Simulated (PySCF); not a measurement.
A GIAO shielding run with PySCF 2.14.0 with density-fitted response routines (density fitting, non-relativistic, gas phase) on mu-NH2-B2H5:

```
{"job": {"kind": "nmr", "xc": "PBE0", "basis": "pcSseg-1"}, "charge": 0, "multiplicity": 1}
B      0.584868     0.712293    -0.389729
N     -0.719598     0.400537     0.385994
B     -0.086347    -0.989269     0.122675
H      1.006842    -0.560308    -0.541099
H      0.405473     1.082520    -1.525777
H      1.451990     1.218843     0.281620
H     -0.755779     0.704076     1.352833
H     -1.589427     0.599721    -0.095662
H      0.374248    -1.515123     1.108137
H     -0.672260    -1.653279    -0.698982
```

Hardware: 1 thread of an Arm Neoverse V1, shared host. The job also computes population analyses, field gradients.

Question: How large is the calculation?

Answer: 24 electrons, 86 basis functions and 434 auxiliary functions.

Question: How long does it take?

Answer: 3.8 s of wall time, with 12 SCF cycles and 4 response iterations. Times on a shared host scatter by some tens of per cent.

Question: And these other runs on the same molecule and hardware: GIAO shielding at KT2/pcSseg-1; spin–spin coupling at B3LYP/pcJ-1?

Answer: KT2/pcSseg-1: 86 functions, 4.7 s; B3LYP/pcJ-1: 151 functions, 7.7 s.
